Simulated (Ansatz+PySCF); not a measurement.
A calculation with PySCF 2.14.0.

```python
from pyscf import gto, scf, cc

mol = gto.M(atom="""
H 0.000000 0.000000 0.000000
S 0.495590 0.660790 1.430660
""", basis='6-31g', charge=1, spin=0)
mf = scf.UHF(mol)
mf.kernel()
mycc = cc.CCSD(mf, frozen=5).run()
et = mycc.ccsd_t()
print(mf.e_tot, mycc.e_corr, et, mycc.e_tot + et)
```

The script is written out from the run's settings.

Output:

```json
{"Converged": "yes", "Reference energy": "-397.64631 hartree", "CCSD correlation energy": "-0.07361 hartree", "Triples correction": "-0.00531 hartree", "Total energy": "-397.72523 hartree", "Spin squared of the determinant": "1.000"}
```

Caution: large amplitudes, a single reference is doubtful; another spin multiplicity may lie lower; the unrestricted determinant is a mixture of spin states.
